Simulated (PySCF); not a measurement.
# HNO3 (cis-cis Peroxynitrous Acid): the cost of one run

The runs use PySCF 2.14.0, with density-fitted response routines of our own; the level of theory stands in each step. All values are computed, except where a source is named. Atoms count from 0, in the outputs and in this text.

## Step 1: Starting geometry

5 atoms, charge 0, multiplicity 1; geometry from: GFN2-xTB. The atoms were then displaced at random by about 0.01 Å, so the start is not that level's minimum.

Bonds of the start (Å): O0–N1 1.22, N1–O2 1.29, O2–O3 1.39, O3–H4 0.98.

## Step 2: Optimising the geometry at PBE0-D3(BJ)/def2-TZVP

Job settings and geometry (Å):

```
{"job": {"xc": "PBE0", "basis": "def2-TZVP", "d3": "d3bj", "grid": 2, "shake": 0.01, "kind": "geom"}, "charge": 0, "multiplicity": 1}
O      1.217010    -0.726870    -0.368330
N      1.037960     0.470630    -0.186920
O     -0.150170     0.951820    -0.087400
O     -1.228850     0.077620    -0.189170
H     -0.842370    -0.807180    -0.344520
```

Run with:

```console
OMP_NUM_THREADS=1 python probes_run.py task.json out
```

One launch serves the whole session: the jobs run in the order shown.

Q: Estimate the wall time and peak memory of this first job on 1 thread of AMD EPYC 9R45, shared host.

About 24 s, with a peak of 0.51 GiB.
